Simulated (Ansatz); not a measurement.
Born–Oppenheimer molecular dynamics of AlH$_{6}$N (8 atoms, charge 0, multiplicity 1). It starts at the highest image of a converged band, a first-order saddle point between two minima.

Theory: RKS PBE-D4/6-31G* in Ansatz 0.2.0.

```json
{
  "ensemble": "NVE (velocity Verlet)",
  "time step": "0.5 fs",
  "steps asked": "200",
  "starting velocities drawn for": "100 K",
  "seed": "4076"
}
```

First frame:

```xyz
8
Properties=species:S:1:pos:R:3
Al 0.037 -0.357 -0.065
H -0.245 0.072 1.716
H 1.450 0.284 -0.454
H -1.355 -0.084 -0.806
N 0.149 -2.063 0.814
H -0.604 -2.752 0.766
H 1.045 -2.529 0.977
H -0.110 -0.917 1.674
```

(1) What does the run give?

(2) What happens to the structure?

(3) How do temperature and energy run in time?

## Answers

(1) The run went to its last step.

```json
{
  "steps done": "200",
  "time covered": "100 fs",
  "mean temperature over the second half": "901 K",
  "spread of the potential energy over the second half": "4.1 meV per atom",
  "mean potential energy of the second half above the start": "-77.6 meV per atom"
}
```

The conserved energy stayed within 0.09 meV per atom of its start (net change 0.034 meV per atom), so the integration is sound. The system heated up, since it started high on the potential surface and ran downhill. A run of 0.1 ps of so small a system gives no equilibrium averages. The orbitals stay closed-shell, which can raise the energy where a bond breaks towards radicals; this wasn't checked here.

(2) The step under study would form Al1–N5, H2–H8 and break Al1–H2, N5–H8. These pairs go: Al1–N5 1.92 → 1.83 Å, H2–H8 1.00 → 0.78 Å, Al1–H2 1.85 → 6.97 Å, N5–H8 1.46 → 8.53 Å. In the last frame they stand as after the step (other bonds may differ from the relaxed reactants and products). Also parted: Al1–H8 1.83 → 7.41 Å. It ends as AlH4N + H2. Pairs count as bonded within 1.25 times the sum of covalent radii (0.12 Å more for H–H). This is one draw of velocities; another would differ in detail.

(3) 
```csv
time (fs),T (K),potential energy less start (eV),conserved less start (meV/atom)
0.0,100,0.000,0.00
3.0,57,0.033,0.03
6.0,44,0.044,0.03
9.0,65,0.027,0.01
12.0,56,0.035,0.04
15.0,141,-0.032,0.04
18.0,282,-0.141,0.00
21.0,460,-0.280,-0.02
24.0,644,-0.422,0.03
27.0,807,-0.548,-0.01
30.0,885,-0.610,-0.05
33.0,927,-0.642,-0.02
36.0,930,-0.644,0.05
39.0,903,-0.622,0.06
42.0,954,-0.663,-0.07
45.0,978,-0.682,-0.08
48.0,935,-0.647,0.04
51.0,932,-0.645,0.07
54.0,923,-0.638,0.00
57.0,885,-0.609,-0.06
60.0,890,-0.613,-0.06
63.0,877,-0.602,0.05
66.0,881,-0.605,0.06
69.0,934,-0.647,-0.03
72.0,938,-0.651,-0.07
75.0,867,-0.595,0.00
78.0,831,-0.566,0.06
81.0,831,-0.567,0.02
84.0,858,-0.588,-0.04
87.0,930,-0.644,-0.04
90.0,959,-0.666,0.02
93.0,939,-0.650,0.06
96.0,946,-0.657,-0.04
99.0,893,-0.616,-0.07
```

Run time: 3.4 min on 1 thread of Arm Neoverse V2, with other jobs on the host, peak memory 0.087 GiB.
